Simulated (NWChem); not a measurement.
All runs are NWChem calculations. System: hydrogen sulfide (H$_{2}$S), charge 0, spin multiplicity 1, optimised in this run. Level: PBE/def2-SVP.

Input file:

```
start mol
memory heap 200 mb stack 800 mb global 1000 mb
geometry units angstroms
  S      0.000000     0.000000     0.102083
  H     -0.957318     0.000000    -0.816668
  H      0.957318     0.000000    -0.816668
  symmetry group C2v
end
basis spherical
  * library def2-svp
end
dft
  xc xpbe96 cpbe96
  semidirect memsize 60000000 filesize 0
  iterations 100
end
driver
  maxiter 80
end
task dft optimize
task dft freq
```

Part of the output:

```
             Northwest Computational Chemistry Package (NWChem) 7.3.0
             --------------------------------------------------------

                                NWChem Input Module
                                -------------------

 Scaling coordinates for geometry "geometry" by  1.889725989
 (inverse scale =  0.529177249)

 Turning off AUTOSYM since
 SYMMETRY directive was detected!

          ------
          auto-z
          ------

                             Geometry "geometry" -> ""
                             -------------------------

 Output coordinates in angstroms (scale by  1.889725989 to convert to a.u.)

  No.       Tag          Charge          X              Y              Z
 ---- ---------------- ---------- -------------- -------------- --------------
    1 S                   16.0000     0.00000000     0.00000000     0.10208344
    2 H                    1.0000    -0.95731800     0.00000000    -0.81666756
    3 H                    1.0000     0.95731800     0.00000000    -0.81666756

 Effective nuclear repulsion energy (a.u.)      13.0385864424

            Nuclear Dipole moment (a.u.)
            ----------------------------
        X                 Y               Z
 ---------------- ---------------- ----------------
     0.0000000000     0.0000000000     0.0000000000

      Symmetry information
      --------------------

 Group name             C2v
 Group number             16
 Group order               4
 No. of unique centers     2

      Symmetry unique atoms

     1    2


 Summary of "ao basis" -> "" (spherical)
 ------------------------------------------------------------------------------
       Tag                 Description            Shells   Functions and Types
 ---------------- ------------------------------  ------  ---------------------
 *                          def2-svp                  on all atoms

  pbe96 is a nonlocal functional; adding pw91lda local functional.

                           NWChem Geometry Optimization
                           ----------------------------

 maximum gradient threshold         (gmax) =   0.000450
 rms gradient threshold             (grms) =   0.000300
 maximum cartesian step threshold   (xmax) =   0.001800
 rms cartesian step threshold       (xrms) =   0.001200
 fixed trust radius                (trust) =   0.300000
 maximum step size to saddle      (sadstp) =   0.100000
 energy precision                  (eprec) =   5.0D-06
 maximum number of steps          (nptopt) =   80
 initial hessian option           (inhess) =    0
 line search option               (linopt) =    1
 hessian update option            (modupd) =    1
 saddle point option              (modsad) =    0
 initial eigen-mode to follow     (moddir) =    0
 initial variable to follow       (vardir) =    0
 follow first negative mode     (firstneg) =    T
 apply conjugacy                    (opcg) =    F
 source of zmatrix                         =   autoz

          -------------------
          Energy Minimization
          -------------------

 Names of Z-matrix variables
    1              2              3

 Variables with the same non-blank name are constrained to be equal

 Using diagonal initial Hessian
 Scaling for Hessian diagonals: bonds = 1.00  angles = 0.25  torsions = 0.10

          --------
          Step   0
          --------

                         Geometry "geometry" -> "geometry"
                         ---------------------------------

 Output coordinates in angstroms (scale by  1.889725989 to convert to a.u.)

  No.       Tag          Charge          X              Y              Z
 ---- ---------------- ---------- -------------- -------------- --------------
    1 S                   16.0000     0.00000000     0.00000000     0.10208344
    2 H                    1.0000    -0.95731800     0.00000000    -0.81666756
    3 H                    1.0000     0.95731800     0.00000000    -0.81666756

 Effective nuclear repulsion energy (a.u.)      13.0385864424

            Nuclear Dipole moment (a.u.)
            ----------------------------
        X                 Y               Z
 ---------------- ---------------- ----------------
     0.0000000000     0.0000000000     0.0000000000

      Symmetry information
      --------------------

 Group name             C2v
 Group number             16
 Group order               4
 No. of unique centers     2

      Symmetry unique atoms

     1    2

                                 NWChem DFT Module
                                 -----------------

 Summary of "ao basis" -> "ao basis" (spherical)
 ------------------------------------------------------------------------------
       Tag                 Description            Shells   Functions and Types
 ---------------- ------------------------------  ------  ---------------------
 S                          def2-svp                 8       18   4s3p1d
 H                          def2-svp                 3        5   2s1p

 Summary of "ao basis" -> "ao basis" (spherical)
 ------------------------------------------------------------------------------
       Tag                 Description            Shells   Functions and Types
 ---------------- ------------------------------  ------  ---------------------
 S                          def2-svp                 8       18   4s3p1d
 H                          def2-svp                 3        5   2s1p

      Symmetry analysis of basis
      --------------------------

        a1         13
        a2          2
        b1          8
        b2          5

            General Information
[...]
     3     27    2.74D-03       5.8
     4     36    8.76D-05       6.5

 HESSIAN: the CPHF contributions are done

 Derivative Dipole

 X vector of derivative dipole (au) [debye/angstrom]
 d_dipole_x/<atom=   1,x> =    -0.0790     [   -0.3795]
 d_dipole_x/<atom=   1,y> =     0.0000     [    0.0000]
 d_dipole_x/<atom=   1,z> =     0.0000     [    0.0000]
 d_dipole_x/<atom=   2,x> =     0.0395     [    0.1897]
 d_dipole_x/<atom=   2,y> =    -0.0000     [   -0.0000]
 d_dipole_x/<atom=   2,z> =    -0.0992     [   -0.4763]
 d_dipole_x/<atom=   3,x> =     0.0395     [    0.1897]
 d_dipole_x/<atom=   3,y> =    -0.0000     [   -0.0000]
 d_dipole_x/<atom=   3,z> =     0.0992     [    0.4763]

 Y vector of derivative dipole (au) [debye/angstrom]
 d_dipole_y/<atom=   1,x> =    -0.0000     [   -0.0000]
 d_dipole_y/<atom=   1,y> =    -0.2822     [   -1.3556]
 d_dipole_y/<atom=   1,z> =    -0.0000     [   -0.0000]
 d_dipole_y/<atom=   2,x> =     0.0000     [    0.0000]
 d_dipole_y/<atom=   2,y> =     0.1411     [    0.6778]
 d_dipole_y/<atom=   2,z> =     0.0000     [    0.0000]
 d_dipole_y/<atom=   3,x> =    -0.0000     [   -0.0000]
 d_dipole_y/<atom=   3,y> =     0.1411     [    0.6778]
 d_dipole_y/<atom=   3,z> =     0.0000     [    0.0000]

 Z vector of derivative dipole (au) [debye/angstrom]
 d_dipole_z/<atom=   1,x> =     0.0000     [    0.0000]
 d_dipole_z/<atom=   1,y> =    -0.0000     [   -0.0000]
 d_dipole_z/<atom=   1,z> =     0.0707     [    0.3397]
 d_dipole_z/<atom=   2,x> =     0.0001     [    0.0003]
 d_dipole_z/<atom=   2,y> =     0.0000     [    0.0000]
 d_dipole_z/<atom=   2,z> =    -0.0354     [   -0.1699]
 d_dipole_z/<atom=   3,x> =    -0.0001     [   -0.0003]
 d_dipole_z/<atom=   3,y> =     0.0000     [    0.0000]
 d_dipole_z/<atom=   3,z> =    -0.0354     [   -0.1699]

 HESSIAN: the Hessian is done

  Vibrational analysis via the FX method

  See chapter 2 in "Molecular Vibrations" by Wilson, Decius and Cross

  Vib: Default input used

 ---------------------------- Atom information ----------------------------
     atom    #        X              Y              Z            mass
 --------------------------------------------------------------------------
    S        1  0.0000000D+00  0.0000000D+00  2.3264038D-01  3.1972070D+01
    H        2 -1.8405813D+00  0.0000000D+00 -1.5631432D+00  1.0078250D+00
    H        3  1.8405813D+00  0.0000000D+00 -1.5631432D+00  1.0078250D+00
 --------------------------------------------------------------------------

          ----------------------------------------------------
          MASS-WEIGHTED NUCLEAR HESSIAN (Hartree/Bohr/Bohr/Kamu)
          ----------------------------------------------------

               1            2            3            4            5            6            7            8            9
   ----- ----- ----- ----- -----
    1    8.32082D+00
    2    2.52716D-05  2.43522D-04
    3    2.47551D-05 -2.86611D-05  9.00940D+00
    4   -2.34317D+01  6.04854D-07 -1.81727D+01  1.45660D+02
    5    2.41039D-08  1.81278D-03  1.09711D-07 -3.54744D-08 -8.94077D-03
    6   -2.28631D+01  5.74310D-07 -2.53738D+01  1.15563D+02 -1.89462D-06  1.34272D+02
    7   -2.34317D+01 -4.91020D-07  1.81727D+01 -1.36861D+01  1.49245D-06  1.32092D+01  1.45660D+02
    8   -1.23438D-08  1.81285D-03  1.02843D-07  7.16809D-09 -1.52809D-03 -2.98105D-07  3.48899D-08 -8.94076D-03
    9    2.28631D+01  5.83896D-07 -2.53738D+01 -1.32093D+01 -1.81599D-06  8.64129D+00 -1.15563D+02 -1.83337D-06  1.34272D+02


 ----------------------------------------------------------------------------
 Normal Eigenvalue ||         Derivative Dipole Moments (debye/angs)
  Mode   [cm**-1]  ||      [d/dqX]             [d/dqY]           [d/dqZ]
 ------ ---------- || ------------------ ------------------ -----------------
    1      -17.088 ||      -0.000               0.984             0.000
    2      -15.493 ||       0.677               0.000            -0.000
    3      -13.996 ||      -0.000              -0.000             0.000
    4       -4.177 ||      -0.001               0.000            -0.000
    5        2.796 ||       0.009              -0.001             0.000
    6        4.675 ||      -0.001              -0.022             0.000
    7     1149.893 ||      -0.000               0.000            -0.178
    8     2627.338 ||       0.000              -0.000             0.171
    9     2650.885 ||       0.261              -0.000             0.000
 ----------------------------------------------------------------------------

 ----------------------------------------------------------------------------
 Normal Eigenvalue ||                 Infra Red Intensities
  Mode   [cm**-1]  || [atomic units] [(debye/angs)**2] [(KM/mol)] [arbitrary]
 ------ ---------- || -------------- ----------------- ---------- -----------
    1      -17.088 ||    0.041992           0.969        40.936      56.028
    2      -15.493 ||    0.019844           0.458        19.345      26.477
    3      -13.996 ||    0.000000           0.000         0.000       0.000
    4       -4.177 ||    0.000000           0.000         0.000       0.000
    5        2.796 ||    0.000003           0.000         0.003       0.004
    6        4.675 ||    0.000022           0.001         0.021       0.029
    7     1149.893 ||    0.001370           0.032         1.335       1.828
    8     2627.338 ||    0.001269           0.029         1.238       1.694
    9     2650.885 ||    0.002953           0.068         2.879       3.940
 ----------------------------------------------------------------------------

        Vibrational analysis via the FX method
  --- with translations and rotations projected out ---
  --- via the Eckart algorithm                      ---
 Projected Nuclear Hessian trans-rot subspace norm:6.0667D-33
                         (should be close to zero!)

          --------------------------------------------------------
          MASS-WEIGHTED PROJECTED HESSIAN (Hartree/Bohr/Bohr/Kamu)
          --------------------------------------------------------

               1            2            3            4            5            6            7            8            9
   ----- ----- ----- ----- -----
    1    8.32066D+00
    2    0.00000D+00  0.00000D+00
    3    7.94845D-06  9.93484D-21  9.00969D+00
    4   -2.34326D+01  1.06376D-20 -1.81725D+01  1.45664D+02
    5   -1.63663D-20  0.00000D+00  2.45904D-20  4.55521D-20  0.00000D+00
    6   -2.28623D+01 -4.88166D-21 -2.53731D+01  1.15562D+02 -2.38020D-20  1.34273D+02
    7   -2.34326D+01  6.99461D-21  1.81725D+01 -1.36822D+01  4.67832D-20  1.32073D+01  1.45664D+02
    8   -1.63663D-20  0.00000D+00  2.45722D-20  4.52443D-20  0.00000D+00 -2.43021D-20  4.69115D-20  0.00000D+00
    9    2.28623D+01 -2.15667D-20 -2.53730D+01 -1.32072D+01 -1.14291D-19  8.63785D+00 -1.15562D+02 -1.14085D-19  1.34273D+02

 center of mass
 --------------
 x =   0.00000000 y =   0.00000000 z =   0.12614099

 moments of inertia (a.u.)
 ------------------
           6.114653441942           0.000000000000           0.000000000000
           0.000000000000          12.943150418497           0.000000000000
           0.000000000000           0.000000000000           6.828496976555

 Rotational Constants
 --------------------
 A=   9.845231 cm-1  ( 14.164775 K)
 B=   8.816021 cm-1  ( 12.684005 K)
 C=   4.651122 cm-1  (  6.691778 K)

 Temperature                      =   298.15K
 frequency scaling parameter      =   1.0000

 Zero-Point correction to Energy  =    9.185 kcal/mol  (  0.014637 au)
 Thermal correction to Energy     =   10.975 kcal/mol  (  0.017489 au)
 Thermal correction to Enthalpy   =   11.567 kcal/mol  (  0.018433 au)

 Total Entropy                    =   49.208 cal/mol-K
   - Translational                =   36.485 cal/mol-K (mol. weight =  33.9877)
   - Rotational                   =   12.672 cal/mol-K (symmetry #  =        2)
   - Vibrational                  =    0.051 cal/mol-K

 Cv (constant volume heat capacity) =    6.201 cal/mol-K
   - Translational                  =    2.979 cal/mol-K
   - Rotational                     =    2.979 cal/mol-K
   - Vibrational                    =    0.242 cal/mol-K


 ----------------------------------------------------------------------------
 Normal Eigenvalue ||    Projected Derivative Dipole Moments (debye/angs)
  Mode   [cm**-1]  ||      [d/dqX]             [d/dqY]           [d/dqZ]
 ------ ---------- || ------------------ ------------------ -----------------
    1       -0.000 ||       0.671               0.000             0.000
    2       -0.000 ||       0.066               0.000            -0.000
    3       -0.000 ||       0.061               0.000             0.000
    4        0.000 ||       0.000              -0.240            -0.000
    5        0.000 ||      -0.000               0.675             0.000
    6        0.000 ||      -0.000               0.675             0.000
    7     1149.863 ||       0.000               0.000            -0.178
    8     2627.339 ||      -0.000              -0.000             0.171
    9     2650.904 ||       0.261              -0.000             0.000
 ----------------------------------------------------------------------------

 ----------------------------------------------------------------------------
 Normal Eigenvalue ||           Projected Infra Red Intensities
  Mode   [cm**-1]  || [atomic units] [(debye/angs)**2] [(KM/mol)] [arbitrary]
 ------ ---------- || -------------- ----------------- ---------- -----------
    1       -0.000 ||    0.019498           0.450        19.008      26.015
    2       -0.000 ||    0.000190           0.004         0.185       0.253
    3       -0.000 ||    0.000160           0.004         0.156       0.213
    4        0.000 ||    0.002491           0.057         2.429       3.324
    5        0.000 ||    0.019761           0.456        19.264      26.366
    6        0.000 ||    0.019761           0.456        19.264      26.366
    7     1149.863 ||    0.001370           0.032         1.336       1.828
    8     2627.339 ||    0.001269           0.029         1.238       1.694
    9     2650.904 ||    0.002953           0.068         2.879       3.940
 ----------------------------------------------------------------------------

 Task  times  cpu:        5.2s     wall:        5.2s

 Total times  cpu:        6.5s     wall:        6.5s
```
